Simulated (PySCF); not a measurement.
Cartesian coordinates (Å):
SMILES: Cl[Si](Cl)(Cl)Cl
```xyz
5

Cl    -1.4867    -0.3657    -1.3198
Si     0.0000     0.0000     0.0000
Cl     0.1367     1.9902     0.3265
Cl    -0.3992    -0.9429     1.7429
Cl     1.7492    -0.6815    -0.7496
```
Charge 0, multiplicity 1.

What LUMO, total energy, HOMO–LUMO gap, HOMO and dipole moment does PBE0-D3(BJ)/def2-TZVP in PySCF give?


```yaml
LUMO: -0.56 eV
total_energy: -2129.8578 Ha
HOMO–LUMO gap: 8.98 eV
HOMO: -9.54 eV
dipole_moment: 0.00 D
```
